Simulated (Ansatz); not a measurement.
`COCO` + `CCCl` → `OCCCCl` + CH₃OH  (formal exchange of groups at a C–O bond)

Computed with Ansatz on PBE0-D4/def2-TZVP structures; ΔE is electronic, products minus reactants. CCSD(T)/CBS is the MP2 limit (def2-TZVPP, def2-QZVPP) plus CCSD(T) − MP2 in def2-TZVPP, frozen cores. This one scheme is used for every species. Functionals use def2-TZVPP. Each species was taken in one conformer, which may not be the lowest.

```csv
level,ΔE (eV)
PBE0-D4,0.04
CCSD/CBS(def2),-0.01
```

(1) What does CCSD(T)/CBS give? (Best estimate.)

Largest T1 diagnostic among the species: 0.011.

Results:

(1) Computed: -0.01 eV. The listed levels differ from it by 0.05, 0.00 eV.

In def2-TZVPP, CCSD(T) changes the Hartree–Fock value by −0.07 eV (the triples alone add +0.01 eV) and MP2 by −0.11 eV. From PBE to PBE0 (25 % exact exchange), in def2-TZVPP and without D4, ΔE moves by −0.03 eV.
